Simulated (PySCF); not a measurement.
formaldehyde cation (CH2O), SMILES O=C (connectivity only; charge and spin as stated), charge +1, multiplicity 2.

Coordinates come from a PBE-D3(BJ)/def2-TZVPD optimisation. The multiplicity is an assumed one; other spin states were not compared.

These are PBE-D3(BJ)/def2-TZVPD (PySCF) values and carry that method's errors.

Frequencies are harmonic and unscaled.

Computed harmonic wavenumbers and intensities:
```
mode  ν (cm⁻¹)  IR (km/mol)  moving atoms (share of kinetic energy)
----  --------  -----------  --------------------------------------
1          785          0.4                          H 70 %, C 22 %
2         1000         37.6                          H 71 %, C 27 %
3         1170        120.8                                  H 95 %
4         1721          0.0                          C 53 %, O 45 %
5         2653        180.7                                  H 97 %
6         2699        184.2                           H 91 %, C 9 %
```
